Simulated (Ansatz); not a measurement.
Input file:

```yaml
crystal:
  periodic: [false, false, false]
  atoms:
    - {symbol: B, position_ang: [0.000000, -0.486807, 1.370899]}
    - {symbol: Al, position_ang: [0.000000, 0.208008, -0.563001]}
    - {symbol: H, position_ang: [0.000000, 0.284919, 2.286135]}
    - {symbol: H, position_ang: [0.000000, -0.631665, -1.919200]}
basis:
  gaussian: {orbitals: 6-31G}
magnetization: {spin_polarized: false}
correlation: {method: ccsdtq, electrons: outside_noble_gas}
```

```sh
$ ansatz run in.yaml --threads 1 --pin off --events-out ev --progress --plain --max-ram 2393MiB
```

The program prints:

```
563 factors; integrals over basis functions are off by at most 2.4e-7 eV
mean field evaluation 1: about -7280.2496 eV, gradient 8.6e0 eV
mean field evaluation 2: about -7280.2502 eV, gradient 8.6e0 eV
mean field evaluation 4: about -7280.8182 eV, gradient 6.2e-1 eV
mean field evaluation 8: about -7280.8229 eV, gradient 7.9e-4 eV
mean field evaluation 16: about -7252.8591 eV, gradient 2.1e1 eV
mean field evaluation 32: about -7264.8056 eV, gradient 3.8e0 eV
mean field evaluation 64: about -7278.7356 eV, gradient 3.2e-1 eV
mean field -7280.82289359 eV, -267.5653062205 hartree, gradient 3.1e-6 eV, S^2 0.000000; 4 other end points of the search recorded, 0 dependent functions left out; unrestricted orbitals would lower it
determinant -7280.82289359 eV, -267.5653062205 hartree, with singles and doubles -7284.18868068 eV, -267.6889966145 hartree
determinant -7278.73158572 eV, -267.4884520738 hartree, with singles and doubles -7282.17424974 eV, -267.6149676431 hartree
determinant -7264.23853121 eV, -266.9558421444 hartree, with no singles and doubles
6 core orbitals not correlated: weight in the atoms' cores, before any rotation towards them, 1.000 or more for the frozen orbitals, at most 0.000 for the correlated occupied ones
reference -7280.82289359 eV, -267.5653062205 hartree; 4, 4 occupied and 16, 16 virtual orbitals, 563 factors
second order -2.42386212 eV of doubles, -0.00000000 eV of singles
cycle   1  -2.95169816 eV  change   -5.3e-1 eV  update   1.0e-1
cycle   2  -3.42259557 eV  change   -4.7e-1 eV  update   5.9e-2
cycle   3  -3.51661243 eV  change   -9.4e-2 eV  update   2.6e-2
cycle   4  -3.52198212 eV  change   -5.4e-3 eV  update   1.1e-2
cycle   5  -3.53212575 eV  change   -1.0e-2 eV  update   4.6e-3
cycle   6  -3.53067742 eV  change    1.4e-3 eV  update   2.9e-3
cycle   7  -3.52836491 eV  change    2.3e-3 eV  update   1.9e-3
cycle   8  -3.52870857 eV  change   -3.4e-4 eV  update   1.5e-3
cycle   9  -3.53070636 eV  change   -2.0e-3 eV  update   9.6e-4
cycle  10  -3.53029928 eV  change    4.1e-4 eV  update   6.1e-4
cycle  11  -3.53045437 eV  change   -1.6e-4 eV  update   3.1e-4
cycle  12  -3.53044491 eV  change    9.5e-6 eV  update   1.2e-4
cycle  13  -3.53043404 eV  change    1.1e-5 eV  update   6.6e-5
cycle  14  -3.53049335 eV  change   -5.9e-5 eV  update   3.0e-5
cycle  15  -3.53048986 eV  change    3.5e-6 eV  update   1.5e-5
cycle  16  -3.53048389 eV  change    6.0e-6 eV  update   9.2e-6
cycle  17  -3.53047897 eV  change    4.9e-6 eV  update   4.9e-6
cycle  18  -3.53047571 eV  change    3.3e-6 eV  update   2.8e-6
cycle  19  -3.53047646 eV  change   -7.5e-7 eV  update   1.7e-6
cycle  20  -3.53047824 eV  change   -1.8e-6 eV  update   8.6e-7
cycle  21  -3.53047859 eV  change   -3.5e-7 eV  update   5.6e-7
Total energy: -7284.35337218 eV, -267.6950489157 hartree
```

For the same geometry and basis full CI lies 0.5 meV lower.

Ran on 1 thread of Intel Xeon Platinum 8259CL, shared host: 15 s wall, 0.16 GiB peak host memory.
